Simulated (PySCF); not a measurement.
**Working out the ionisation energy of O**

O [He] 2s2 2p4 (3P) → O⁺ [He] 2s2 2p3 (4S). Computed with PySCF 2.14 in 6-31G*, with the non-relativistic Hamiltonian (point nucleus). Frozen: 1s2. Energies in hartree (1 hartree = 27.21139 eV):

| part | O (lower) | O⁺ (upper) |
| --- | --- | --- |
| UHF | -74.783181 | -74.341075 |
| CCSD correlation | -0.110729 | -0.076074 |
| (T) | -0.000840 | -0.000540 |

Task: What does Hartree-Fock give?

Result: (-74.341075) − (-74.783181) = 0.442106 hartree = 12.030 eV.

Task: What do CCSD and CCSD(T) give?

Result: The CCSD correlation energies differ by 0.034655 hartree = 0.943 eV and the triples by 0.000300 hartree = 0.008 eV, so CCSD gives 12.973 eV and CCSD(T) 12.981 eV.

Measured between the centres of the two terms (NIST): 13.608 eV, so CCSD(T) (valence) is off by -0.627 eV.

What remains against the reference includes basis incompleteness, the frozen core and higher excitations.
